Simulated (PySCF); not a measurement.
Thioformamide, CH3NS.
Cartesian coordinates in Å at the PBE0-D3(BJ)/def2-SVP level; atoms count from 1:
```xyz
6
CH3NS angstrom
N     -0.6742    0.0672   -0.0417
C      0.6598    0.1351    0.0443
S      1.6992   -1.1191   -0.1007
H     -1.2574    0.8874    0.0593
H     -1.1112   -0.8319   -0.2113
H      1.0193    1.1615    0.2301
```

Method used: core-valence-separated Tamm–Dancoff BHandHLYP/aug-pcX-1 (pcseg-1 on H, def2-SVPD on S) in PySCF, non-relativistic, gas phase, PBE0-D3(BJ)/def2-SVP geometry. The energies are unshifted.

The lowest roots of each edge with f over 0.003 (five at most, numbered afresh; weaker and dark ones are left out), with transition dipoles (au) in the frame of the coordinates:

| root | edge | E (eV) | μx | μy | μz |
| --- | --- | --- | --- | --- | --- |
| 1 | C | 283.35 | -0.0060 | -0.0172 | 0.1065 |
| 2 | C | 287.88 | 0.0285 | 0.0465 | 0.0091 |
| 3 | C | 289.03 | 0.0119 | -0.0290 | -0.0040 |
| 4 | C | 289.63 | -0.0229 | 0.0398 | 0.0052 |
| 5 | C | 290.34 | 0.0145 | -0.0183 | -0.0021 |
| 6 | N | 398.99 | 0.0028 | 0.0083 | -0.0513 |
| 7 | N | 400.47 | 0.0335 | -0.0175 | -0.0010 |
| 8 | N | 401.38 | -0.0111 | -0.0559 | -0.0097 |
| 9 | N | 402.92 | 0.0065 | 0.0186 | 0.0034 |
| 10 | N | 403.18 | 0.0017 | 0.0048 | -0.0295 |

Q: What are the oscillator strengths?

A: f = (2/3) ΔE |μ|², with ΔE in hartree (27.2114 eV):

```tsv
root	ΔE (Eh)	|μ|² (au)	f	core hole on
1	10.4128	0.011674	0.081	C2
2	10.5795	0.003057	0.022	C2
3	10.6216	0.000999	0.007	C2
4	10.6436	0.002135	0.015	C2
5	10.6698	0.000550	0.004	C2
6	14.6625	0.002708	0.027	N1
7	14.7170	0.001430	0.014	N1
8	14.7504	0.003342	0.033	N1
9	14.8071	0.000400	0.004	N1
10	14.8166	0.000896	0.009	N1
```

Q: What is the unit vector of the normal of the molecular plane, and which share of each root's |μ|² lies along it?

A: (0.05, 0.16, -0.99), up to sign.

| root | core hole on | share along it | final orbital under reflection in the plane |
| --- | --- | --- | --- |
| 1 | C2 | 1.00 | odd |
| 2 | C2 | 0.00 | even |
| 3 | C2 | 0.00 | even |
| 4 | C2 | 0.00 | even |
| 5 | C2 | 0.00 | even |
| 6 | N1 | 1.00 | odd |
| 7 | N1 | 0.00 | even |
| 8 | N1 | 0.00 | even |
| 9 | N1 | 0.00 | even |
| 10 | N1 | 1.00 | odd |

The 1s orbitals of atoms in the plane are even under the reflection, so light polarised along the normal reaches odd orbitals alone (the out-of-plane π set) and light polarised in the plane even ones.

Q: For fixed molecules, how does the intensity of root 1 change when the electric field is turned 20° away from the normal of the molecular plane?

A: Intensity goes as (E·μ)², and μ lies along that direction, so it falls to cos²20° = 0.88 of its maximum; it vanishes at 90°.

Q: Molecules are fixed in this frame and the field points along (0, 1, 1)/√2. What effective strengths 3 f cos²θ do the roots have (θ between field and μ)?

A: root 1 (C2): 0.083, root 2 (C2): 0.033, root 3 (C2): 0.012, root 4 (C2): 0.022, root 5 (C2): 0.004, root 6 (N1): 0.027, root 7 (N1): 0.005, root 8 (N1): 0.064, root 9 (N1): 0.007, root 10 (N1): 0.009. Root 1 is the strongest. Averaged over all orientations cos²θ is 1/3, which gives f back.

Cost: about 3 s of CPU time on one thread; the machine was shared, so the figure is rough.

One conformer stands for the species.
